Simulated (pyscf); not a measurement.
Structures and frequencies: ωB97X-D3(BJ)/def2-SVP in PySCF.

Problem. Estimate by transition-state theory the rate constant of H₂Ga–BiH₂ + hydrogen (H₂) → BiH₃ + gallane (GaH₃) (singlet surface; Bi–Ga, H–H broken, Bi–H, Ga–H formed) at 1200 K, with ωB97M-D3(BJ)/def2-TZVP energies (ideal gas, 1 atm, RRHO with modes under 100 cm⁻¹ raised to 100, one conformer, R ln 2 for chiral ones without a mode under 150 cm⁻¹; no tunnelling).

Solution. The electronic barrier is 27.1 kcal/mol and the thermal terms add +38.0, so ΔG‡ = 65.1 kcal/mol. With k_BT/h = 2.50e+13 s⁻¹ and RT = 2.385 kcal/mol, and a volume of 1.64e-19 cm³ per molecule at 1 atm, k = 5.6e-18 cm³ molecule⁻¹ s⁻¹. Wigner's tunnelling factor for 1188i cm⁻¹ would be 1.08. A shift of 1 kcal/mol in the barrier changes k by a factor 1.5. On the product side the descent ends in an adduct with a Bi–Ga contact (not fully relaxed), 10.7 kcal/mol under the separated species and 20.1 kcal/mol under the saddle at ωB97X-D3(BJ)/def2-TZVP. What is counted as broken (Bi–Ga) persists as a longer contact in the product adduct; parting that adduct is a step of its own. At the saddle there is also a short Ga–H contact that neither side keeps. One saddle was located; it need not be the lowest between these sides. Elements up to Kr have no core potential and no relativistic terms here. Elements past Kr carry the def2 core potentials, without spin-orbit coupling.
